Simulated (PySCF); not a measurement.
Computed with TPSSh-D3(BJ)/def2-TZVP in PySCF. Gas-phase values, no solvent. 

Reference species (SMILES): `[CH2]C` (neutral, multiplicity 2).

* **dipole moment**: 0.30 D

Changed species: `[OH]` (radical fragment; the reference has radical fragment).

### Question
Give the shifts of the dipole moment.

### Answer
the dipole moment rises by 1.45 D, to 1.75 D.
